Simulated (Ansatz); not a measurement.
`FCS` → `[CH]F` + H₂S at 700 K and 1 bar (formal loss of a carbene).

Isolated molecules relaxed with PBE0-D4/def2-TZVP in Ansatz; ΔE leaves out vibrations. CCSD(T)/CBS is the MP2 limit (def2-TZVPP, def2-QZVPP) plus CCSD(T) − MP2 in def2-TZVPP, frozen cores. This one scheme is used for every species. Each species was taken in one conformer, which may not be the lowest.

```csv
species,CCSD(T)/CBS energy (Eh),H − E (kJ/mol),S (J/(mol·K))
`FCS`,-537.40796,146.7,333.7
`[CH]F`,-138.29972,58.3,255.7
H₂S,-398.97279,64.8,236.9
```

H − E and S are ideal-gas, rigid-rotor, harmonic terms from PBE0-D4/def2-TZVP, for one conformer and one mirror image of each species. 1 Eh = 2625.50 kJ/mol, R = 8.31446 J/(mol·K).

Problem. By hand: ΔE, ΔH, ΔS and ΔG.

Solution. ΔE = (-138.29972) + (-398.97279) − (-537.40796) = 0.13545 Eh = 355.6 kJ/mol. Δ(H − E) = 58.3 + 64.8 − 146.7 = -23.6, so ΔH = 332.0 kJ/mol. ΔS = 255.7 + 236.9 − 333.7 = 158.9 J/(mol·K). ΔG = 332.0 − 700 × (158.9)/1000 = 220.8 kJ/mol.

Problem. By hand: the equilibrium constant, and the temperature at which ΔG would vanish if ΔH and ΔS stayed fixed.

Solution. log₁₀ K = −ΔG/(RT ln 10) = -16.5. ΔG = 0 at ΔH/ΔS = 2089 K.

The number of gas molecules changes by +1, which sets the sign of ΔS. A doubt of 5 kJ/mol in ΔE shifts log₁₀ K by 0.4 here. Other conformers and mirror images would add mixing entropy, several J/(mol·K) or more a flexible species. These are equilibria of isolated gas molecules and say nothing of rates. Largest T1 diagnostic: 0.018 (customary marks: 0.02 for closed shells, 0.045 for open ones).
